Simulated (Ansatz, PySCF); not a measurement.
This Ansatz (a quantum-chemistry and plane-wave program) input computes a CCSD(T)/cc-pVDZ energy:

Ansatz 0.2 input:
```yaml
crystal:
  periodic: [false, false, false]
  atoms:
    - {symbol: C, position_ang: [0.12308422, 0.72061912, -0.00429280]}
    - {symbol: N, position_ang: [-0.08838777, -0.65459201, 0.00350807]}
    - {symbol: H, position_ang: [-0.49686671, -1.03048228, 0.84594274]}
    - {symbol: H, position_ang: [-0.52475103, -1.03565837, -0.82245818]}
    - {symbol: H, position_ang: [0.46644963, 1.16516893, 0.91843734]}
    - {symbol: H, position_ang: [0.43537713, 1.15940103, -0.94072157]}
basis:
  gaussian:
    orbitals: cc-pVDZ
magnetization: {spin_polarized: true, initial_magnetization: 1}
correlation: {method: ccsd_t, electrons: outside_noble_gas}
```

### Question
Write an input for the same energy in PySCF and say what it gives.

### Answer

```python
from pyscf import gto, scf, mp, cc as ccmod

mol = gto.M(
    atom='''
    C     0.12308422    0.72061912   -0.00429280
    N    -0.08838777   -0.65459201    0.00350807
    H    -0.49686671   -1.03048228    0.84594274
    H    -0.52475103   -1.03565837   -0.82245818
    H     0.46644963    1.16516893    0.91843734
    H     0.43537713    1.15940103   -0.94072157
    ''',
    basis='cc-pvdz',
    charge=0,
    spin=1,
    verbose=4,
)

mf = scf.UHF(mol)
mf.conv_tol = 1e-10
mf.max_cycle = 100
mf.kernel()
mo, _, stable, _ = mf.stability(return_status=True)
if not stable:
    mf.kernel(mf.make_rdm1(mo, mf.mo_occ))
mp2 = mp.MP2(mf, frozen=2).run()
cc = ccmod.CCSD(mf, frozen=2)
cc.max_cycle = 100
cc.kernel()
et = cc.ccsd_t()
print(f'E(CCSD(T)) = {cc.e_tot + et:.9f}')
```
It gives -94.93237 Eh, and Ansatz -94.93237 Eh, a difference of 0.00 mEh.

It need not be the lowest isomer of its formula.
